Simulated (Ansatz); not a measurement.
Graphite was calculated with r²SCAN in Ansatz (PAW).

Numerical settings: plane-wave cutoff 560 eV, 24×24×8 k mesh (along the axes of the cell as run), Fermi–Dirac smearing 0.05 eV, scalar-relativistic PAW data made under PBE.

The cell is scaled about its equilibrium volume:

Shape and atoms are relaxed at each volume.

| V (Å³/atom) | P (GPa) | c (Å) | a (Å) |
|---|---|---|---|
| 8.851 | 1.07 | 6.791 | 2.453 |
| 9.035 | 0.46 | 6.925 | 2.455 |
| 9.220 | -0.01 | 7.061 | 2.456 |
| 9.404 | -0.36 | 7.197 | 2.457 |
| 9.589 | -0.59 | 7.335 | 2.457 |

Note: the cell comes from a level without a dispersion term, which matters for the spacing of layers, chains or molecules.

Ansatz is an electronic-structure program.
